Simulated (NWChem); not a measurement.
A series in which one site is exchanged, each optimised at PBE0/def2-SVP with NWChem, gas phase unless a solvent is named. Some are not confirmed as minima by frequencies. def2 effective core potentials on Cd; no spin-orbit coupling.

A: [CH3][MgH] (CH4Mg; site = Mg)
B: CS (CH$_{4}$S; site = S)
C: CO (CH4O; site = O)
D: [CdH][CH3] (CH4Cd; site = Cd)

Rank them by vertical ionisation energy, ΔSCF, PBE/def2-SVP (eV), lowest first.

A (8.83), B (9.23), D (9.37), C (10.45)
